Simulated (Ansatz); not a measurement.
The input, for Ansatz 0.2.0:

```yaml
crystal:
  periodic: [false, false, false]
  atoms:
    - {symbol: Al, position_ang: [0.087233, 0.006288, 1.342018]}
    - {symbol: P, position_ang: [-0.077641, 1.062100, -0.628154]}
    - {symbol: P, position_ang: [-0.001020, -1.065200, -0.636334]}
    - {symbol: H, position_ang: [0.082088, -0.073032, 2.932976]}
basis:
  gaussian: {orbitals: "6-31G*"}
correlation: {active_space: {ras: {orbitals: [7, 0, 37], electrons: 14, max_holes: 2, max_particles: 2}, fixed_orbitals: true}}
scf: {lower_state_search: full}
output: {forces: true}
```

```sh
$ ansatz run in.yaml --threads 1 --pin off --events-out ev --progress --plain --max-ram 2393MiB
```

The program prints:

```
527 factors; integrals over basis functions are off by at most 1.1e-3 eV
mean field evaluation 1: about -25139.9660 eV, gradient 1.1e1 eV
mean field evaluation 2: about -25140.0145 eV, gradient 1.1e1 eV
mean field evaluation 4: about -25140.7468 eV, gradient 1.5e0 eV
mean field evaluation 8: about -25140.7624 eV, gradient 1.0e-3 eV
mean field -25140.76242165 eV, -923.9059779748 hartree, gradient 3.5e-6 eV, S^2 0.000000; 0 other end points of the search recorded, 0 dependent functions left out
reference -25140.76242165 eV, -923.9059779748 hartree; 22, 22 occupied and 37, 37 virtual orbitals, 527 factors
state -25147.79074205 eV, -924.1642639854 hartree
the calculation of the forces begins
Total energy: -25147.79074205 eV, -924.1642639854 hartree
Atom 0 at     0.087233     0.006288     1.342018 Å, force    -0.116426    -0.140444     0.212895 eV/Å
Atom 1 at    -0.077641     1.062100    -0.628154 Å, force     0.040042    -0.395947    -0.002974 eV/Å
Atom 2 at    -0.001020    -1.065200    -0.636334 Å, force     0.012897     0.470478     0.059798 eV/Å
Atom 3 at     0.082088    -0.073032     2.932976 Å, force     0.063487     0.065914    -0.269719 eV/Å
Dipole moment:     0.052396     0.015793     0.427626 e Å
```

Natural occupations: 1.9808 1.9749 1.9670 1.9635 1.9561 1.9533 1.9366 0.0552 0.0337 0.0270 0.0194 0.0163 0.0161 0.0115 0.0087 0.0085 0.0085 0.0075 0.0066 0.0058 0.0056 0.0049 0.0042 0.0037.

Forces (eV/Å):
```
Al  -0.116 -0.140  0.213
P    0.040 -0.396 -0.003
P    0.013  0.470  0.060
H    0.063  0.066 -0.270
```

Ran on 1 thread of Intel Xeon, shared host: 14 s wall, 0.24 GiB peak host memory.
